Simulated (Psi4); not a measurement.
This Psi4 input (wB97X-V/cc-pVDZ) gives -40.49747 Eh with 34 basis functions.

```
memory 2025 MB

molecule {
0 1
C    -0.00000000    0.00000000   -0.00000000
H     0.62054657    0.62688914    0.63896175
H    -0.64285838   -0.62489528    0.61852983
H     0.63693263   -0.63278043   -0.61664082
H    -0.61462083    0.63078657   -0.64085076
}

set {
  basis cc-pvdz
  scf_type df
}

energy('wb97x-v')
print_variables()
```

Change:
```diff
- basis cc-pvdz
+ basis def2-qzvpp
```

What does the run give now?

-40.51918 Eh (wB97X-V/def2-QZVPP, 177 functions), a change of -21.71 mEh.
